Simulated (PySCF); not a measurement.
Species: BH2(OH).
SMILES: `[H]B([H])O`

The closed-shell ground state was solved at several levels (PySCF, density fitting, gas phase, non-relativistic). One conformer (not necessarily the lowest) at the PBE0-D3(BJ)/def2-SVP geometry, without solvent, vibrations or thermal averaging.

```
              level  basis functions  total energy (Eh)  HOMO (eV)  LUMO (eV)  gap (eV)  dipole (D)
CAM-B3LYP/def2-SVPD               67          -101.7946     -10.36       0.64     11.00        1.60
   wB97X-D/pcSseg-1               49          -101.8666     -10.81       1.62     12.43        1.69
        B3LYP/pcJ-1               84          -101.9207      -8.65      -0.58      8.07        1.73
```

(1) What might PBE0/pcSseg-1 (49 basis functions) give for the same quantities?

(2) Over all these levels, which gives the widest orbital gap and which the narrowest?

(3) How far do the dipole and the HOMO energy spread over the levels?

Results:

(1) Total energy -101.7741 Eh, HOMO -8.84 eV, LUMO -0.32 eV, gap 8.52 eV, dipole 1.70 D.

(2) wB97X-D/pcSseg-1 (range-separated hybrid) has the widest, 12.43 eV, and B3LYP/pcJ-1 (global hybrid, 20 % exact exchange) the narrowest, 8.07 eV. Functional and basis both differ between the two, so the spread mixes both effects.

(3) The dipole runs from 1.60 to 1.73 D (mean 1.68 D) and the HOMO from -10.81 to -8.65 eV.

wB97X-D is run here without its empirical dispersion term; that term would change no orbital, density or response property at a fixed geometry.
